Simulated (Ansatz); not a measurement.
Mulliken charges of C$_{2}$H$_{3}$NS, SMILES `C1=NCS1` from ωB97M-V/def2-TZVPP in Ansatz (PBE0-D4/def2-TZVP geometry).

```tsv
atom	x (Å)	y (Å)	z (Å)	charge (e)
C1	-0.997	0.378	-0.401	0.004
N2	-0.005	0.970	0.147	-0.248
C3	0.794	-0.231	0.315	-0.079
S4	-0.507	-1.302	-0.452	-0.061
H5	-1.924	0.825	-0.750	0.121
H6	0.982	-0.486	1.358	0.132
H7	1.719	-0.222	-0.262	0.132
```

Question: By hand: the dipole of these point charges (1 e Å = 4.8032 D).

Answer: Σ q r = (0.089, -0.135, 0.019) e Å, of length 0.163 e Å = 0.78 D.

Question: How does the dipole of the full density compare? (Estimate.)

Answer: The calculation gave: (0.012, -0.191, -0.025) e Å, 0.93 D; the point charges give 0.84 times that, at 33° from its direction.

Point charges leave out the atoms' own dipoles, such as those of lone pairs, and Mulliken's split depends on the basis, so the two needn't agree.
